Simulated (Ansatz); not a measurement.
# H6N2Si: the cost of one run

Program: Ansatz 0.2.0, Gaussian basis. Level of theory: PBE0-D4/def2-TZVP structures, single points in def2-TZVPP, no counterpoise correction. These are calculated values, not measurements.

Levels: SPW92, PBE-D4, BLYP-D4, r2SCAN-D4, B97M-V, PBE0-D4, B3LYP-D4, r2SCAN0-D4, BHLYP-D4, CAM-B3LYP-D4, wB97X-V, wB97M-V, B2PLYP, PBE-QIDH, RPA on PBE, Hartree-Fock, MP2, CCSD, CCSD(T).

Correlated methods freeze the cores. B3LYP uses VWN-RPA correlation. B2PLYP carries no dispersion term here.

94 further runs of the same task are left out: 94 set aside as unsound or not needed.

### 1 The starting structure

The complex: 11 atoms, charge 0, spin multiplicity 1.

Atoms are counted from 1 here; the program's logs count them from 0.

Bond lengths: Si1–H3 1.492 Å, Si1–H4 1.492 Å, Si1–N5 1.710 Å, Si1–N7 1.714 Å, H2–H6 0.749 Å, N5–H8 1.006 Å, N5–H9 1.007 Å, N7–H10 1.007 Å, N7–H11 1.007 Å. Angles: H3–Si1–H4 107.9°, H3–Si1–N5 103.7°, H3–Si1–N7 117.1°, H4–Si1–N5 117.2°, H4–Si1–N7 103.4°, N5–Si1–N7 108.2°, Si1–N5–H8 120.6°, Si1–N5–H9 121.5°, H8–N5–H9 112.2°, Si1–N7–H10 120.1°, Si1–N7–H11 121.0°, H10–N7–H11 111.8°.

Coordinates:

```xyz
11

Si   -0.48124   -0.95453   -0.14899
H     0.32567    2.94775    0.69594
H    -0.33636   -2.41357   -0.42753
H    -1.93844   -0.65020   -0.04657
N     0.46922   -0.71360    1.25192
H     0.28248    2.38794    0.19998
N     0.06550    0.12959   -1.35918
H     0.63848   -1.47072    1.89211
H     0.52405    0.18477    1.70298
H    -0.56720    0.44745   -2.07464
H     1.01795    0.10502   -1.68592
```

Its parts: SiN₂H₆ holds atoms 1, 3, 4, 5, 7, 8, 9, 10, 11; H₂ holds atoms 2, 6. Each part counts its atoms afresh in its own runs.

### 2 Relaxing SiN₂H₆ alone

Contents of relax-a/in.yaml:

```yaml
crystal:
  periodic: [false, false, false]
  atoms:
    - {symbol: Si, position_ang: [-0.481237, -0.954532, -0.148993]}
    - {symbol: H, position_ang: [-0.336364, -2.413566, -0.427527]}
    - {symbol: H, position_ang: [-1.938445, -0.650201, -0.046573]}
    - {symbol: N, position_ang: [0.469221, -0.713601, 1.251919]}
    - {symbol: N, position_ang: [0.065505, 0.129594, -1.359180]}
    - {symbol: H, position_ang: [0.638477, -1.470722, 1.892107]}
    - {symbol: H, position_ang: [0.524048, 0.184772, 1.702979]}
    - {symbol: H, position_ang: [-0.567198, 0.447446, -2.074637]}
    - {symbol: H, position_ang: [1.017946, 0.105021, -1.685920]}
basis:
  gaussian: {orbitals: def2-TZVP}
hamiltonian: {xc: pbe0, dispersion: d4}
relax: {f_tol: 0.005, max_steps: 200}
```

The run is started by

```bash
ansatz run in.yaml --threads 4 --pin off --events-out ev --progress --plain --max-ram 9574MiB
```

**Question.** How long does this run take on 4 threads of Arm Neoverse V1, shared host?

About 8 s.
